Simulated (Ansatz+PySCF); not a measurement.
Values are calculated unless marked as measured or tabulated.
**propyne → cyclopropene**

propyne (charge 0, multiplicity 1):
```yaml
atoms:
  - { symbol: C, position_ang: [0.0000, 0.0000, -1.2389] }
  - { symbol: C, position_ang: [0.0000, 0.0000, 0.2145] }
  - { symbol: C, position_ang: [0.0000, 0.0000, 1.4252] }
  - { symbol: H, position_ang: [0.0000, -1.0275, -1.6347] }
  - { symbol: H, position_ang: [-0.8899, 0.5138, -1.6347] }
  - { symbol: H, position_ang: [0.8899, 0.5138, -1.6347] }
  - { symbol: H, position_ang: [0.0000, 0.0000, 2.4993] }
```

cyclopropene (charge 0, multiplicity 1):
```xyz
7

C     0.0000    0.0000   -0.8550
C     0.0000    0.6483    0.4979
C     0.0000   -0.6483    0.4979
H     0.9187    0.0000   -1.4638
H    -0.9187    0.0000   -1.4638
H     0.0000    1.5897    1.0414
H     0.0000   -1.5897    1.0414
```

Shapes relaxed with PBE0/def2-SVP. Single points in def2-SVP with Ansatz (development build ahead of 0.2.0), no zero-point energy. Correlated methods freeze no orbital on H to Be, one on B to Mg, five on Al to Zn, nine on Ga to Sr.

```tsv
method	reaction energy
CCSD (restricted)	21.76 kcal/mol
CCSD(T) (restricted)	21.52 kcal/mol
HF (restricted)	25.15 kcal/mol
MP2 (restricted)	21.84 kcal/mol
PBE (restricted)	16.69 kcal/mol
PBE0 (restricted)	16.58 kcal/mol
wB97X (restricted)	17.34 kcal/mol
```

(1) What does r2SCAN (restricted) give?

## Answers

(1) 18.43 kcal/mol.
